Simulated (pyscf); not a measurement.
Single points on ωB97X-D3(BJ)/def2-SVP structures (PySCF, gas phase).

List the bond dissociation enthalpies at 298 K of Cl–Sn(Cl)(Cl)–SeH from ωB97M-D3(BJ)/def2-TZVP, from the weakest bond up.

Se–Sn to Cl–Sn•(Cl)–Cl + SeH•: 243.5 kJ/mol; H–Se to Cl–Sn(Cl)(Cl)–Se• + H•: 334.2 kJ/mol; Cl–Sn to Cl• + Cl–Sn•(Cl)–SeH: 342.3 kJ/mol. Ring and multiple bonds, and those that leave no two simple radicals, are not listed. Other isomers of Cl–Sn•(Cl)–SeH, Cl–Sn(Cl)(Cl)–Se• were not searched in full and may lie lower. Left out: the spin-orbit lowering of Cl, SeH, which is large for Br, Se, Te and I. Elements up to Kr have no core potential and no relativistic terms here. Elements past Kr carry the def2 core potentials, without spin-orbit coupling.
